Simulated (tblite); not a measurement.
Compound: H₆N₂Si.
Numbering: `[NH2:1][NH:2][SiH3:3]` (hydrogens: H4, H5 on N1; H6 on N2; H7, H8, H9 on Si3)

Geometry (GFN2-xTB, Å), atoms numbered from 1 in this order:
```xyz
9
H6N2Si angstrom
N     -1.605   -0.095    0.155
N     -0.289   -0.504    0.514
Si     1.138    0.120   -0.222
H     -1.792   -0.435   -0.785
H     -1.669    0.923    0.125
H     -0.287   -0.806    1.477
H      2.219   -0.600    0.439
H      1.292    1.577   -0.077
H      1.005   -0.173   -1.652
```

Computed with GFN2-xTB (tblite): harmonic, unscaled wavenumbers at the GFN2-xTB geometry, gas phase. This tight-binding method is rough: wavenumbers can miss measured ones by several per cent, in bad cases by 10 to 20. Modes of hydrogen on silicon can be 10 to 20 % off. One conformer, not necessarily the lowest.

Harmonic wavenumbers (cm⁻¹): 149.9, 174.8, 252.4, 379.7, 570.9, 600.2, 740.2, 792.2, 826.0, 842.3, 1028.7, 1173.8, 1203.4, 1329.4, 1566.3, 2167.4, 2239.2, 2318.7, 3283.4, 3349.5, 3421.5.

A = 31079, B = 5368, C = 4964 MHz; mass 62.030 u (most abundant isotopes); point group C1, symmetry number 1.

Task: Zero-point energy?

Result: ½Σν̃ = 14205 cm⁻¹ = 169.93 kJ/mol.

Task: Entropy at 298.15 K, 1 bar (ideal gas, RRHO, classical rotation)?

Result: Translation 160.33, rotation 98.23, vibration 41.03: S = 299.6 J/(mol K).

Task: And Cp and H(298.15 K) − H(0)?

Result: Cp = 86.66 J/(mol K), of which vibrations give 53.41 (their classical limit is 21 R = 174.6); H(298.15 K) − H(0) = 17.25 kJ/mol without the zero-point energy, 7.33 from vibrations.

Task: Blend soft modes into free rotors: weight 1/[1 + (100 cm⁻¹/ν̃)⁴] for the oscillator and the rest for a rotor with moment μB/(μ + B), μ = h/(8π²ν), B = 10⁻⁴⁴ kg m². What vibrational entropy results?

Result: 40.88 J/(mol K) in place of 41.03, which changes −T·S at 298.15 K by +0.04 kJ/mol.

Task: How do the functions run with temperature in this model?

Result: 
```tsv
T (K)	S (J/(mol K))	Cp (J/(mol K))	H − H(0) (kJ/mol)	G − H(0) (kJ/mol)	ln q(vib)
150	250.9	58.1	6.52	-31.13	0.61
250	285.1	77.5	13.29	-57.99	1.51
400	327.5	103.8	26.97	-104.04	3.01
600	374.7	128.8	50.40	-174.41	5.06
900	431.9	153.3	93.01	-295.73	8.00
```

q(vib) and H(0) count from the zero-point level.

Hindered rotation and anharmonicity are outside this model. Other conformers, if any are populated, would add a mixing term that is left out. The structure is chiral; the term R ln 2 for an equal mix with its mirror image is left out.
